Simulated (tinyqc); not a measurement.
G0W0 on RHF in the sto-6g basis, for H2F+, spin multiplicity 1, step by step (part 1 of 2). Computed by tinyqc, a small Python program that keeps every step (integrals from PySCF). Settings: charge = 1, multiplicity = 1, basis = sto-6g, method = RHF, energy threshold = 1e-10, iteration cap = 51, orthogonalisation = symmetric, start = atomic densities, DIIS depth = 6. Command: `OMP_NUM_THREADS=1 python tinyqc.py 28423 28424 out.jsonl` (the two numbers bound the seeds that draw the settings). One thread of a shared host (Intel(R) Xeon(R) Processor @ 2.60GHz), about 0.1 s of CPU time with the checks. The early iterations of the SCF are left out here.

## One-electron integrals

Geometry (angstrom):
```
atom        x         y        z
F     0.00000   0.00000  0.00000
H     0.00000   0.89200  0.66300
H     0.00000  -0.89200  0.66300
```

Basis sto-6g: exponents (1/bohr^2) and contraction coefficients of normalised primitives:
```
element  l (shell)    exponent  coefficient
F            s (1)  1728.62657      0.00916
F            s (1)   316.94179      0.04936
F            s (1)    88.66889      0.16854
F            s (1)    30.46016      0.37056
F            s (1)    11.82857      0.41649
F            s (1)     4.87166      0.13033
F            s (2)    67.03228     -0.01325
F            s (2)    13.26744     -0.04699
F            s (2)     4.12351     -0.03379
F            s (2)     1.58646      0.25024
F            s (2)     0.68900      0.59512
F            s (2)     0.31582      0.24071
F            p (3)    67.03228      0.00376
F            p (3)    13.26744      0.03768
F            p (3)     4.12351      0.17390
F            p (3)     1.58646      0.41804
F            p (3)     0.68900      0.42586
F            p (3)     0.31582      0.10171
H            s (1)    35.52322      0.00916
H            s (1)     6.51314      0.04936
H            s (1)     1.82214      0.16854
H            s (1)     0.62596      0.37056
H            s (1)     0.24308      0.41649
H            s (1)     0.10011      0.13033
```

Overlap, kinetic and nuclear-attraction integrals over the contracted functions; the nuclear repulsion is the sum of Za Zb / Rab.

nuclear repulsion = 8.8669866 hartree

overlap S, order 1F 1s, 1F 2s, 1F 2px, 1F 2py, 1F 2pz, 2H 1s, 3H 1s:
```
[[1.00000, 0.23248, 0.00000, 0.00000, 0.00000, 0.03232, 0.03232],
 [0.23248, 1.00000, 0.00000, 0.00000, 0.00000, 0.33301, 0.33301],
 [0.00000, 0.00000, 1.00000, 0.00000, 0.00000, 0.00000, 0.00000],
 [0.00000, 0.00000, 0.00000, 1.00000, 0.00000, 0.22281, -0.22281],
 [0.00000, 0.00000, 0.00000, 0.00000, 1.00000, 0.16561, 0.16561],
 [0.03232, 0.33301, 0.00000, 0.22281, 0.16561, 1.00000, 0.16831],
 [0.03232, 0.33301, 0.00000, -0.22281, 0.16561, 0.16831, 1.00000]]
```

kinetic energy T (hartree), order 1F 1s, 1F 2s, 1F 2px, 1F 2py, 1F 2pz, 2H 1s, 3H 1s:
```
[[37.39773, -1.14335, 0.00000, 0.00000, 0.00000, -0.00515, -0.00515],
 [-1.14335, 1.08230, 0.00000, 0.00000, 0.00000, 0.04719, 0.04719],
 [0.00000, 0.00000, 3.25133, 0.00000, 0.00000, 0.00000, 0.00000],
 [0.00000, 0.00000, 0.00000, 3.25133, 0.00000, 0.11356, -0.11356],
 [0.00000, 0.00000, 0.00000, 0.00000, 3.25133, 0.08440, 0.08440],
 [-0.00515, 0.04719, 0.00000, 0.11356, 0.08440, 0.76852, -0.00755],
 [-0.00515, 0.04719, 0.00000, -0.11356, 0.08440, -0.00755, 0.76852]]
```

nuclear attraction V (hartree), order 1F 1s, 1F 2s, 1F 2px, 1F 2py, 1F 2pz, 2H 1s, 3H 1s:
```
[[-78.77471, -8.08709, 0.00000, 0.00000, -0.01293, -1.28614, -1.28614],
 [-8.08709, -12.42581, 0.00000, 0.00000, -0.15111, -3.05128, -3.05128],
 [0.00000, 0.00000, -12.37750, 0.00000, 0.00000, 0.00000, 0.00000],
 [0.00000, 0.00000, 0.00000, -12.46988, 0.00000, -1.76645, 1.76645],
 [-0.01293, -0.15111, 0.00000, 0.00000, -12.42854, -1.35133, -1.35133],
 [-1.28614, -3.05128, 0.00000, -1.76645, -1.35133, -5.73655, -1.08303],
 [-1.28614, -3.05128, 0.00000, 1.76645, -1.35133, -1.08303, -5.73655]]
```

core Hamiltonian H = T + V (hartree), order 1F 1s, 1F 2s, 1F 2px, 1F 2py, 1F 2pz, 2H 1s, 3H 1s:
```
[[-41.37698, -9.23044, 0.00000, 0.00000, -0.01293, -1.29129, -1.29129],
 [-9.23044, -11.34351, 0.00000, 0.00000, -0.15111, -3.00408, -3.00408],
 [0.00000, 0.00000, -9.12618, 0.00000, 0.00000, 0.00000, 0.00000],
 [0.00000, 0.00000, 0.00000, -9.21855, 0.00000, -1.65290, 1.65290],
 [-0.01293, -0.15111, 0.00000, 0.00000, -9.17721, -1.26693, -1.26693],
 [-1.29129, -3.00408, 0.00000, -1.65290, -1.26693, -4.96802, -1.09057],
 [-1.29129, -3.00408, 0.00000, 1.65290, -1.26693, -1.09057, -4.96802]]
```

## Two-electron integrals

Functions are numbered as in S; the eight-fold symmetry (ij|kl) = (ji|kl) = (kl|ij) leaves the list below.

Two-electron integrals (ij|kl) in chemists' order, unique and non-zero (hartree):
```
(11|11) 5.40624    (21|11) 0.76813    (21|21) 0.13891    (22|11) 1.26627
(22|21) 0.28399    (22|22) 0.92637    (31|31) 0.02945    (32|31) 0.04468
(32|32) 0.20475    (33|11) 1.26627    (33|21) 0.28399    (33|22) 0.92637
(33|33) 0.99808    (41|41) 0.02945    (42|41) 0.04468    (42|42) 0.20475
(43|43) 0.05379    (44|11) 1.26627    (44|21) 0.28399    (44|22) 0.92637
(44|33) 0.89051    (44|44) 0.99808    (51|51) 0.02945    (52|51) 0.04468
(52|52) 0.20475    (53|53) 0.05379    (54|54) 0.05379    (55|11) 1.26627
(55|21) 0.28399    (55|22) 0.92637    (55|33) 0.89051    (55|44) 0.89051
(55|55) 0.99808    (61|11) 0.11371    (61|21) 0.01972    (61|22) 0.03946
(61|33) 0.03939    (61|41) 0.00069    (61|42) 0.00135    (61|44) 0.03952
(61|51) 0.00051    (61|52) 0.00100    (61|54) 0.00010    (61|55) 0.03946
(61|61) 0.00285    (62|11) 0.29530    (62|21) 0.06726    (62|22) 0.24569
(62|33) 0.24218    (62|41) 0.00392    (62|42) 0.02990    (62|44) 0.24896
(62|51) 0.00292    (62|52) 0.02222    (62|54) 0.00504    (62|55) 0.24592
(62|61) 0.00956    (62|62) 0.08162    (63|31) 0.00737    (63|32) 0.04254
(63|43) 0.00621    (63|53) 0.00461    (63|63) 0.01180    (64|11) 0.16415
(64|21) 0.03790    (64|22) 0.14800    (64|33) 0.14181    (64|41) 0.00928
(64|42) 0.05938    (64|44) 0.15819    (64|51) 0.00142    (64|52) 0.01251
(64|54) 0.00756    (64|55) 0.14400    (64|61) 0.00561    (64|62) 0.06035
(64|64) 0.05604    (65|11) 0.12201    (65|21) 0.02817    (65|22) 0.11000
(65|33) 0.10541    (65|41) 0.00142    (65|42) 0.01251    (65|44) 0.10835
(65|51) 0.00842    (65|52) 0.05184    (65|54) 0.00840    (65|55) 0.11626
(65|61) 0.00417    (65|62) 0.04486    (65|64) 0.03288    (65|65) 0.03624
(66|11) 0.46646    (66|21) 0.10824    (66|22) 0.45526    (66|33) 0.44046
(66|41) 0.00766    (66|42) 0.08211    (66|44) 0.46906    (66|51) 0.00570
(66|52) 0.06103    (66|54) 0.02126    (66|55) 0.45626    (66|61) 0.01548
(66|62) 0.19876    (66|64) 0.17030    (66|65) 0.12658    (66|66) 0.77500
(71|11) 0.11371    (71|21) 0.01972    (71|22) 0.03946    (71|33) 0.03939
(71|41) -0.00069   (71|42) -0.00135   (71|44) 0.03952    (71|51) 0.00051
(71|52) 0.00100    (71|54) -0.00010   (71|55) 0.03946    (71|61) 0.00281
(71|62) 0.00929    (71|64) 0.00501    (71|65) 0.00406    (71|66) 0.01492
(71|71) 0.00285    (72|11) 0.29530    (72|21) 0.06726    (72|22) 0.24569
(72|33) 0.24218    (72|41) -0.00392   (72|42) -0.02990   (72|44) 0.24896
(72|51) 0.00292    (72|52) 0.02222    (72|54) -0.00504   (72|55) 0.24592
(72|61) 0.00929    (72|62) 0.06659    (72|64) 0.03397    (72|65) 0.03555
(72|66) 0.13163    (72|71) 0.00956    (72|72) 0.08162    (73|31) 0.00737
(73|32) 0.04254    (73|43) -0.00621   (73|53) 0.00461    (73|63) 0.00932
(73|73) 0.01180    (74|11) -0.16415   (74|21) -0.03790   (74|22) -0.14800
(74|33) -0.14181   (74|41) 0.00928    (74|42) 0.05938    (74|44) -0.15819
(74|51) -0.00142   (74|52) -0.01251   (74|54) 0.00756    (74|55) -0.14400
(74|61) -0.00501   (74|62) -0.03397   (74|64) -0.00843   (74|65) -0.01778
(74|66) -0.06137   (74|71) -0.00561   (74|72) -0.06035   (74|74) 0.05604
(75|11) 0.12201    (75|21) 0.02817    (75|22) 0.11000    (75|33) 0.10541
(75|41) -0.00142   (75|42) -0.01251   (75|44) 0.10835    (75|51) 0.00842
(75|52) 0.05184    (75|54) -0.00840   (75|55) 0.11626    (75|61) 0.00406
(75|62) 0.03555    (75|64) 0.01778    (75|65) 0.02803    (75|66) 0.07740
(75|71) 0.00417    (75|72) 0.04486    (75|74) -0.03288   (75|75) 0.03624
(76|11) 0.09823    (76|21) 0.02265    (76|22) 0.09091    (76|33) 0.08914
(76|44) 0.09068    (76|51) 0.00152    (76|52) 0.01430    (76|55) 0.09290
(76|61) 0.00319    (76|62) 0.03088    (76|64) 0.01997    (76|65) 0.01939
(76|66) 0.08306    (76|71) 0.00319    (76|72) 0.03088    (76|74) -0.01997
(76|75) 0.01939    (76|76) 0.01507    (77|11) 0.46646    (77|21) 0.10824
(77|22) 0.45526    (77|33) 0.44046    (77|41) -0.00766   (77|42) -0.08211
(77|44) 0.46906    (77|51) 0.00570    (77|52) 0.06103    (77|54) -0.02126
(77|55) 0.45626    (77|61) 0.01492    (77|62) 0.13163    (77|64) 0.06137
(77|65) 0.07740    (77|66) 0.29440    (77|71) 0.01548    (77|72) 0.19876
(77|74) -0.17030   (77|75) 0.12658    (77|76) 0.08306    (77|77) 0.77500
```

## Orthogonalisation

S = U s U^T; symmetric (Loewdin) form X = U s^(-1/2) U^T, so that X^T S X = 1.

eigenvalues of S: [0.51366, 0.58970, 0.90006, 1.00000, 1.09207, 1.24199, 1.66251]

X, order 1F 1s, 1F 2s, 1F 2px, 1F 2py, 1F 2pz, 2H 1s, 3H 1s:
```
[[1.02223, -0.12978, 0.00000, 0.00000, -0.00457, 0.01473, 0.01473],
 [-0.12978, 1.11412, 0.00000, 0.00000, 0.04525, -0.17867, -0.17867],
 [0.00000, 0.00000, 1.00000, 0.00000, 0.00000, 0.00000, 0.00000],
 [0.00000, 0.00000, 0.00000, 1.04752, 0.00000, -0.13831, 0.13831],
 [-0.00457, 0.04525, 0.00000, 0.00000, 1.02202, -0.08726, -0.08726],
 [0.01473, -0.17867, 0.00000, -0.13831, -0.08726, 1.08772, -0.06428],
 [0.01473, -0.17867, 0.00000, 0.13831, -0.08726, -0.06428, 1.08772]]
```

## Starting guess

The start is atomic minimal-basis densities projected into this basis (PySCF's MINAO start) and scaled to the electron count of each spin; this density is not idempotent, so its energy is not variational and may lie below the converged one.

D at the start, order 1F 1s, 1F 2s, 1F 2px, 1F 2py, 1F 2pz, 2H 1s, 3H 1s:
```
[[1.95030, -0.44644, 0.00000, 0.00000, 0.01135, -0.00904, -0.00904],
 [-0.44644, 1.92604, 0.00000, 0.00000, -0.06878, 0.03279, 0.03279],
 [0.00000, 0.00000, 1.48404, 0.00000, 0.00000, 0.00000, 0.00000],
 [0.00000, 0.00000, 0.00000, 1.35291, 0.00000, 0.14444, -0.14444],
 [0.01135, -0.06878, 0.00000, 0.00000, 1.42370, 0.08094, 0.08094],
 [-0.00904, 0.03279, 0.00000, 0.14444, 0.08094, 0.91459, 0.04915],
 [-0.00904, 0.03279, 0.00000, -0.14444, 0.08094, 0.04915, 0.91459]]
```

## Iteration 9 (converged): orbitals

converged F (hartree), order 1F 1s, 1F 2s, 1F 2px, 1F 2py, 1F 2pz, 2H 1s, 3H 1s:
```
[[-26.91308, -6.51743, 0.00000, 0.00000, -0.02076, -0.91409, -0.91409],
 [-6.51743, -3.44840, 0.00000, 0.00000, -0.09285, -0.97347, -0.97347],
 [0.00000, 0.00000, -1.00843, 0.00000, 0.00000, 0.00000, 0.00000],
 [0.00000, 0.00000, 0.00000, -0.91040, 0.00000, -0.46108, 0.46108],
 [-0.02076, -0.09285, 0.00000, 0.00000, -0.94600, -0.38789, -0.38789],
 [-0.91409, -0.97347, 0.00000, -0.46108, -0.38789, -0.72675, -0.28825],
 [-0.91409, -0.97347, 0.00000, 0.46108, -0.38789, -0.28825, -0.72675]]
```

Diagonalise F' = X^T F X, C = X C', fill 5 alpha and 5 beta electrons from the bottom; D = 2 C_occ C_occ^T. Each column has its largest component positive (the first on a tie).

F' = X^T F X (hartree):
```
[[-26.49969, -3.19853, 0.00000, 0.00000, -0.03373, -0.11688, -0.11688],
 [-3.19853, -2.22191, 0.00000, 0.00000, 0.03064, -0.39731, -0.39731],
 [0.00000, 0.00000, -1.00843, 0.00000, 0.00000, 0.00000, 0.00000],
 [0.00000, 0.00000, 0.00000, -0.74855, 0.00000, -0.37228, 0.37228],
 [-0.03373, 0.03064, 0.00000, 0.00000, -0.86461, -0.26841, -0.26841],
 [-0.11688, -0.39731, 0.00000, -0.37228, -0.26841, -0.38696, -0.06405],
 [-0.11688, -0.39731, 0.00000, 0.37228, -0.26841, -0.06405, -0.38696]]
```

orbital energies (hartree): [-26.91617, -2.00148, -1.10360, -1.03330, -1.00843, -0.08628, 0.03214]

coefficients C, order 1F 1s, 1F 2s, 1F 2px, 1F 2py, 1F 2pz, 2H 1s, 3H 1s:
```
[[0.99718, -0.23972, 0.00000, 0.05710, 0.00000, 0.08462, 0.00000],
 [0.01242, 0.96570, 0.00000, -0.30446, 0.00000, -0.54642, 0.00000],
 [0.00000, 0.00000, 0.00000, 0.00000, 1.00000, 0.00000, 0.00000],
 [0.00000, 0.00000, 0.75912, 0.00000, 0.00000, 0.00000, -0.74786],
 [0.00147, 0.08814, 0.00000, 0.86111, 0.00000, -0.55905, 0.00000],
 [-0.00201, 0.07388, 0.34078, 0.23587, 0.00000, 0.70878, 0.75270],
 [-0.00201, 0.07388, -0.34078, 0.23587, 0.00000, 0.70878, -0.75270]]
```

D after iteration 9, order 1F 1s, 1F 2s, 1F 2px, 1F 2py, 1F 2pz, 2H 1s, 3H 1s:
```
[[2.11019, -0.47300, 0.00000, 0.00000, 0.05902, -0.01250, -0.01250],
 [-0.47300, 2.05086, 0.00000, 0.00000, -0.35407, -0.00098, -0.00098],
 [0.00000, 0.00000, 2.00000, 0.00000, 0.00000, 0.00000, 0.00000],
 [0.00000, 0.00000, 0.00000, 1.15253, 0.00000, 0.51739, -0.51739],
 [0.05902, -0.35407, 0.00000, 0.00000, 1.49855, 0.41923, 0.41923],
 [-0.01250, -0.00098, 0.00000, 0.51739, 0.41923, 0.35446, -0.11007],
 [-0.01250, -0.00098, 0.00000, -0.51739, 0.41923, -0.11007, 0.35446]]
```

## Convergence

Stop when the energy changes by less than 1e-10 hartree and every element of the error matrix X^T (F D S - S D F) X is below 3e-06.

Course of the cycle:
```
iteration  E (hartree)     change  largest element of the error matrix
1          -94.7968470          -                             8.94e-01
2          -99.6186731  -4.82e+00                             3.05e-01
3          -99.7553556  -1.37e-01                             2.21e-02
4          -99.7561637  -8.08e-04                             5.88e-03
5          -99.7561968  -3.31e-05                             3.41e-04
6          -99.7561969  -1.58e-07                             8.14e-05
7          -99.7561970  -1.64e-08                             1.35e-05
8          -99.7561970  -2.67e-10                             2.60e-08
9          -99.7561970  -8.53e-14                             4.04e-11
```

PySCF RHF in the same basis = -99.7561970 hartree

Converged in 9 iterations.

## Populations, bond orders and dipole

Mulliken: Z minus the diagonal of D S on the atom; Loewdin: the same with S^(1/2) D S^(1/2); Mayer order: 2 sum_s sum (D(s) S)_ij (D(s) S)_ji over the two atoms.

Charges (e):
```
atom  Mulliken  Loewdin
1F     0.03982  0.14940
2H     0.48009  0.42530
3H     0.48009  0.42530
```

Mayer bond orders:
```
pair    order
2-1   0.76011
3-1   0.76011
3-2   0.00941
```

dipole moment about the origin, x y z (debye): [0.00000, 0.00000, 3.47214]

## Integrals over molecular orbitals

(pq|rs) = sum C_ip C_jq C_kr C_ls (ij|kl), one index at a time.

one-electron integrals over orbitals h = C^T H C (hartree):
```
[[-41.36386, 0.70766, 0.00000, -0.16083, 0.00000, -0.25133, 0.00000],
 [0.70766, -9.64436, 0.00000, 0.38006, 0.00000, 1.26550, 0.00000],
 [0.00000, 0.00000, -7.92332, 0.00000, 0.00000, 0.00000, 2.19800],
 [-0.16083, 0.38006, 0.00000, -8.50249, 0.00000, 1.57824, 0.00000],
 [0.00000, 0.00000, 0.00000, 0.00000, -9.12618, 0.00000, 0.00000],
 [-0.25133, 1.26550, 0.00000, 1.57824, 0.00000, -5.52417, 0.00000],
 [0.00000, 0.00000, 2.19800, 0.00000, 0.00000, 0.00000, -5.82773]]
```

Two-electron integrals over orbitals (pq|rs), unique and non-zero (hartree):
```
(11|11) 5.38198    (21|11) -0.52159   (21|21) 0.08183    (22|11) 1.23086
(22|21) -0.02178   (22|22) 0.86580    (31|31) 0.01826    (32|31) 0.02603
(32|32) 0.15365    (33|11) 0.98493    (33|21) -0.00805   (33|22) 0.75357
(33|33) 0.72268    (41|11) 0.12629    (41|21) -0.01747   (41|22) 0.01236
(41|33) 0.00432    (41|41) 0.02780    (42|11) -0.10197   (42|21) 0.00780
(42|22) -0.00847   (42|33) -0.00943   (42|41) 0.02925    (42|42) 0.16003
(43|31) -0.00349   (43|32) 0.00678    (43|43) 0.04985    (44|11) 1.13021
(44|21) -0.01312   (44|22) 0.80707    (44|33) 0.69838    (44|41) -0.00966
(44|42) -0.08373   (44|44) 0.85210    (51|51) 0.03036    (52|51) 0.03932
(52|52) 0.18434    (53|53) 0.03800    (54|51) -0.00883   (54|52) -0.03259
(54|54) 0.05168    (55|11) 1.26599    (55|21) -0.01367   (55|22) 0.88697
(55|33) 0.74151    (55|41) 0.00316    (55|42) -0.05416   (55|44) 0.81756
(55|55) 0.99808    (61|11) 0.19352    (61|21) -0.03206   (61|22) 0.00423
(61|33) 0.00171    (61|41) -0.00662   (61|42) -0.01982   (61|44) 0.01174
(61|55) 0.00480    (61|61) 0.02011    (62|11) -0.26921   (62|21) 0.00732
(62|22) -0.13781   (62|33) -0.08679   (62|41) -0.01807   (62|42) -0.04850
(62|44) -0.08845   (62|55) -0.13897   (62|61) 0.00627    (62|62) 0.07289
(63|31) -0.00389   (63|32) 0.01999    (63|43) 0.01837    (63|63) 0.06544
(64|11) -0.30075   (64|21) 0.00384    (64|22) -0.16293   (64|33) -0.09792
(64|41) -0.00423   (64|42) 0.01989    (64|44) -0.16523   (64|55) -0.16888
(64|61) 0.00048    (64|62) 0.05903    (64|64) 0.09103    (65|51) -0.01203
(65|52) -0.04699   (65|54) -0.01119   (65|65) 0.02380    (66|11) 0.68521
(66|21) -0.00559   (66|22) 0.55993    (66|33) 0.54139    (66|41) 0.01461
(66|42) 0.06355    (66|44) 0.53200    (66|55) 0.53704    (66|61) -0.00535
(66|62) -0.05340   (66|64) -0.02789   (66|66) 0.53781    (71|31) -0.01674
(71|32) -0.02305   (71|43) 0.00329    (71|63) 0.00333    (71|71) 0.01535
(72|31) -0.01763   (72|32) -0.06976   (72|43) 0.02171    (72|63) 0.02397
(72|71) 0.01567    (72|72) 0.05553    (73|11) -0.42590   (73|21) 0.00780
(73|22) -0.21745   (73|33) -0.16797   (73|41) 0.00118    (73|42) 0.05831
(73|44) -0.19348   (73|55) -0.23555   (73|61) -0.00449   (73|62) 0.06403
(73|64) 0.09919    (73|66) -0.01700   (73|73) 0.16373    (74|31) 0.00699
(74|32) 0.05383    (74|43) -0.00290   (74|63) 0.04592    (74|71) -0.00640
(74|72) -0.00996   (74|74) 0.05138    (75|53) -0.02534   (75|75) 0.01891
(76|31) 0.00867    (76|32) 0.08413    (76|43) 0.05337    (76|63) 0.08206
(76|71) -0.00782   (76|72) 0.00589    (76|74) 0.06565    (76|76) 0.16154
(77|11) 0.75573    (77|21) -0.00664   (77|22) 0.59087    (77|33) 0.59235
(77|41) 0.00311    (77|42) 0.01057    (77|44) 0.56661    (77|55) 0.57683
(77|61) 0.00146    (77|62) -0.04027   (77|64) -0.02845   (77|66) 0.52974
(77|73) -0.05844   (77|77) 0.56021
```

## Screening: direct RPA

With D = e_a - e_i and K = (ia|jb): diagonalise D^(1/2) (D + 4K) D^(1/2) = Z w^2 Z^T; X + Y = D^(1/2) Z w^(-1/2), each column of Z with its largest component positive (the first on a tie); E_c = (sum w - tr (D + 2K)) / 2.

D^(1/2) (D + 4K) D^(1/2) (hartree^2), order 1>6, 1>7, 2>6, 2>7, 3>6, 3>7, 4>6, 4>7, 5>6, 5>7:
```
[[722.00144, 0.00000, 0.17978, 0.00000, 0.00000, -0.09922, 0.00972, 0.00000, 0.00000, 0.00000],
 [0.00000, 727.86653, 0.00000, 0.46410, 0.06969, 0.00000, 0.00000, -0.13723, 0.00000, 0.00000],
 [0.17978, 0.00000, 4.22634, 0.00000, 0.00000, 0.37775, 0.31798, 0.00000, 0.00000, 0.00000],
 [0.00000, 0.46410, 0.00000, 4.58730, 0.13790, 0.00000, 0.00000, -0.05864, 0.00000, 0.00000],
 [0.00000, 0.06969, 0.00000, 0.13790, 1.30124, 0.00000, 0.00000, 0.19122, 0.00000, 0.00000],
 [-0.09922, 0.00000, 0.37775, 0.00000, 0.00000, 2.03372, 0.41149, 0.00000, 0.00000, 0.00000],
 [0.00972, 0.00000, 0.31798, 0.00000, 0.00000, 0.41149, 1.24165, 0.00000, 0.00000, 0.00000],
 [0.00000, -0.13723, 0.00000, -0.05864, 0.19122, 0.00000, 0.00000, 1.35411, 0.00000, 0.00000],
 [0.00000, 0.00000, 0.00000, 0.00000, 0.00000, 0.00000, 0.00000, 0.00000, 0.93813, 0.00000],
 [0.00000, 0.00000, 0.00000, 0.00000, 0.00000, 0.00000, 0.00000, 0.00000, 0.00000, 1.16151]]
```

excitation energies w (hartree): [0.96857, 1.02933, 1.06242, 1.07773, 1.23289, 1.45077, 2.08264, 2.14326, 26.87009, 26.97901]

X + Y, order 1>6, 1>7, 2>6, 2>7, 3>6, 3>7, 4>6, 4>7, 5>6, 5>7:
```
[[0.00000, -0.00026, 0.00000, 0.00000, 0.00000, 0.00075, -0.00079, 0.00000, 0.99925, 0.00000],
 [0.00000, 0.00000, -0.00085, 0.00000, 0.00042, 0.00000, 0.00000, -0.00230, 0.00000, 0.99943],
 [0.00000, -0.06630, 0.00000, 0.00000, 0.00000, -0.24722, 0.93533, 0.00000, 0.00007, 0.00000],
 [0.00000, 0.00000, -0.05701, 0.00000, -0.01911, 0.00000, 0.00000, 0.97315, 0.00000, 0.00018],
 [0.00000, 0.00000, 0.74027, 0.00000, 0.59290, 0.00000, 0.00000, 0.02819, 0.00000, 0.00002],
 [0.00000, -0.39139, 0.00000, 0.00000, 0.00000, 0.80511, 0.13452, 0.00000, -0.00003, 0.00000],
 [0.00000, 0.88889, 0.00000, 0.00000, 0.00000, 0.28647, 0.08388, 0.00000, 0.00000, 0.00000],
 [0.00000, 0.00000, -0.65361, 0.00000, 0.70415, 0.00000, 0.00000, -0.01103, 0.00000, -0.00004],
 [0.97574, 0.00000, 0.00000, 0.00000, 0.00000, 0.00000, 0.00000, 0.00000, 0.00000, 0.00000],
 [0.00000, 0.00000, 0.00000, 0.98261, 0.00000, 0.00000, 0.00000, 0.00000, 0.00000, 0.00000]]
```

RPA correlation energy = -0.0574307 hartree
